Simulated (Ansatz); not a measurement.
**CH4SSi (SMILES C=[SiH]S): one structure at several levels**

Aim: energy, forces and dipole at a structure displaced at random from a GFN2-xTB minimum, from CCSD(T) and from density functionals.

Program: Ansatz 0.2.0, Gaussian basis. Level of theory: single points in def2-TZVPP. These are calculated values, not measurements.

Correlated methods freeze the cores.

### 1 Where the work starts

7 atoms, charge 0, spin multiplicity 1.

Atoms are counted from 1 here; the program's logs count them from 0.

Bond lengths: C1–Si2 1.682 Å, C1–H4 1.065 Å, C1–H5 1.032 Å, Si2–S3 2.187 Å, Si2–H6 1.460 Å, S3–H7 1.327 Å. Angles: Si2–C1–H4 126.7°, Si2–C1–H5 120.0°, H4–C1–H5 112.4°, C1–Si2–S3 117.1°, C1–Si2–H6 142.0°, S3–Si2–H6 100.9°, Si2–S3–H7 98.8°.

Coordinates:

| atom | x (Å) | y (Å) | z (Å) |
| --- | --- | --- | --- |
| C1 | -0.9166 | 0.2476 | -0.7731 |
| Si2 | 0.0110 | 0.4982 | 0.6076 |
| S3 | 1.6361 | -0.9159 | 0.9851 |
| H4 | -0.7026 | -0.4244 | -1.5707 |
| H5 | -1.6900 | 0.8923 | -0.9983 |
| H6 | 0.1192 | 1.3622 | 1.7801 |
| H7 | 1.5446 | -1.6328 | -0.1274 |

### 2 CCSD(T)/def2-TZVPP

Input file run/in.yaml:

```yaml
crystal:
  periodic: [false, false, false]
  atoms:
    - {symbol: C, position_ang: [-0.916600, 0.247600, -0.773100]}
    - {symbol: Si, position_ang: [0.011000, 0.498200, 0.607600]}
    - {symbol: S, position_ang: [1.636100, -0.915900, 0.985100]}
    - {symbol: H, position_ang: [-0.702600, -0.424400, -1.570700]}
    - {symbol: H, position_ang: [-1.690000, 0.892300, -0.998300]}
    - {symbol: H, position_ang: [0.119200, 1.362200, 1.780100]}
    - {symbol: H, position_ang: [1.544600, -1.632800, -0.127400]}
basis:
  gaussian: {orbitals: def2-TZVPP}
correlation: {method: ccsd_t}
output: {forces: true}
```

The command line of these runs was not kept.

### 3 PBE0-D4/def2-TZVPP

Changes to run/in.yaml since step 2:

```diff
@@ -12,3 +12,3 @@
   gaussian: {orbitals: def2-TZVPP}
-correlation: {method: ccsd_t}
-output: {forces: true}
+hamiltonian: {xc: pbe0, dispersion: d4}
+output: {forces: true, orbitals: {seedname: orbitals}}
```

### 4 wB97M-V/def2-TZVPP

Changes to run/in.yaml since step 3:

```diff
@@ -12,3 +12,3 @@
   gaussian: {orbitals: def2-TZVPP}
-hamiltonian: {xc: pbe0, dispersion: d4}
-output: {forces: true, orbitals: {seedname: orbitals}}
+hamiltonian: {xc: {name: wB97M-V}}
+output: {forces: true}
```

### 5 r2SCAN-D4/def2-TZVPP

Changes to run/in.yaml since step 4:

```diff
@@ -12,3 +12,3 @@
   gaussian: {orbitals: def2-TZVPP}
-hamiltonian: {xc: {name: wB97M-V}}
+hamiltonian: {xc: r2scan, dispersion: d4}
 output: {forces: true}
```

### 6 PBE-D4/def2-TZVPP

Changes to run/in.yaml since step 5:

```diff
@@ -12,3 +12,3 @@
   gaussian: {orbitals: def2-TZVPP}
-hamiltonian: {xc: r2scan, dispersion: d4}
+hamiltonian: {xc: pbe, dispersion: d4}
 output: {forces: true}
```

### 7 r2SCAN0-D4/def2-TZVPP

Changes to run/in.yaml since step 6:

```diff
@@ -12,3 +12,3 @@
   gaussian: {orbitals: def2-TZVPP}
-hamiltonian: {xc: pbe, dispersion: d4}
+hamiltonian: {xc: {name: r2SCAN0}, dispersion: d4}
 output: {forces: true}
```

### 8 CAM-B3LYP-D4/def2-TZVPP

Changes to run/in.yaml since step 7:

```diff
@@ -12,3 +12,3 @@
   gaussian: {orbitals: def2-TZVPP}
-hamiltonian: {xc: {name: r2SCAN0}, dispersion: d4}
+hamiltonian: {xc: {name: CAM-B3LYP}, dispersion: d4}
 output: {forces: true}
```

(Steps that only read results are left out.)

Before running it: what results should come out? Wanted: energy less free atoms, CCSD(T)/def2-TZVPP; RMS force component; RMS force error; HOMO and LUMO, PBE0-D4; T1 diagnostic.

The runs gave:

| quantity | value |
| --- | --- |
| energy less free atoms, CCSD(T)/def2-TZVPP | -2183.2 kJ/mol |
| RMS force component | 0.801 to 0.868 eV/Å over the methods |
| RMS force error | PBE0-D4 0.162, wB97M-V 0.192, r2SCAN-D4 0.124, PBE-D4 0.169, r2SCAN0-D4 0.187, CAM-B3LYP-D4 0.218 eV/Å |
| HOMO and LUMO, PBE0-D4 | -6.40 and -1.09 eV |
| T1 diagnostic | 0.014 |

In words: Against CCSD(T) the functionals' energies less atoms differ by -98.7 to -43.8 kJ/mol, PBE-D4 by -98.7 kJ/mol. CCSD(T) in triple zeta still lacks some correlation energy of the bonds, so part of these gaps is its own basis error and they don't rank the functionals. For forces r2SCAN-D4 does best and CAM-B3LYP-D4 worst. Frozen-core CCSD(T) forces in triple zeta carry basis errors of their own, and this is one geometry, so small gaps rank nothing.
